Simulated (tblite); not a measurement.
C3H5ClNO (doublet state).
Cartesian coordinates in Å at the GFN2-xTB level; atoms count from 1:
```
atom  x, y, z in Å
N1     2.0532    0.3506    0.7333
C2     1.0149   -0.2174    0.2268
O3     1.1367   -1.2264   -0.5019
C4    -0.3623    0.3432    0.5406
C5    -1.2775    0.1319   -0.6521
Cl6   -1.2051   -1.5818   -1.1576
H7     2.9407   -0.0819    0.5014
H8    -0.2752    1.4008    0.7851
H9    -0.7431   -0.1910    1.4143
H10   -2.3171    0.3473   -0.4078
H11   -0.9597    0.7276   -1.5082
```

Computed with GFN2-xTB (tblite): harmonic, unscaled wavenumbers at the GFN2-xTB geometry, gas phase. The method is semi-empirical: single wavenumbers can be off by several per cent or more. One conformer, not necessarily the lowest. Open shells enter through the occupations alone, without spin polarisation, and single modes of such species can be off by tens of per cent.

Harmonic wavenumbers (cm⁻¹): 70.0, 154.2, 214.6, 307.0, 438.2, 480.0, 600.9, 671.6, 737.5, 807.3, 914.8, 981.2, 1037.9, 1081.0, 1094.4, 1145.1, 1237.9, 1272.0, 1414.4, 1431.1, 1437.8, 1578.3, 2973.9, 2985.1, 2989.1, 3018.0, 3394.5.

A = 6363, B = 2048, C = 1622 MHz; mass 106.006 u (most abundant isotopes); point group C1, symmetry number 1; spin multiplicity 2.

Task: Zero-point energy?

Result: ½Σν̃ = 17234 cm⁻¹ = 206.16 kJ/mol.

Task: Entropy at 350 K, 1 bar (ideal gas, RRHO, classical rotation)?

Result: Translation 170.35, rotation 115.48, vibration 68.56, spin (R ln 2) 5.76: S = 360.2 J/(mol K).

Task: And Cp and H(350 K) − H(0)?

Result: Cp = 113.13 J/(mol K), of which vibrations give 79.87 (their classical limit is 27 R = 224.5); H(350 K) − H(0) = 24.90 kJ/mol without the zero-point energy, 13.26 from vibrations.

Task: What must be added to the electronic energy to get the Gibbs energy at 350 K and 1 bar?

Result: ZPE + [H(350 K) − H(0)] − T·S = 206.16 + 24.90 − 126.05 = 105.01 kJ/mol.

Task: How do the functions run with temperature in this model?

Result: 
| T (K) | S (J/(mol K)) | Cp (J/(mol K)) | H − H(0) (kJ/mol) | G − H(0) (kJ/mol) | ln q(vib) |
| --- | --- | --- | --- | --- | --- |
| 150 | 287.9 | 64.7 | 7.18 | -36.01 | 1.20 |
| 250 | 326.4 | 88.5 | 14.81 | -66.80 | 2.41 |
| 298.15 | 343.0 | 100.5 | 19.36 | -82.92 | 3.02 |
| 400 | 376.0 | 124.5 | 30.85 | -119.56 | 4.34 |
| 600 | 433.8 | 160.3 | 59.59 | -200.68 | 7.00 |
| 900 | 505.6 | 192.9 | 113.02 | -341.98 | 10.85 |

q(vib) and H(0) count from the zero-point level.

Hindered rotation and anharmonicity are outside this model. Other conformers, if any are populated, would add a mixing term that is left out. The structure is chiral; the term R ln 2 for an equal mix with its mirror image is left out.
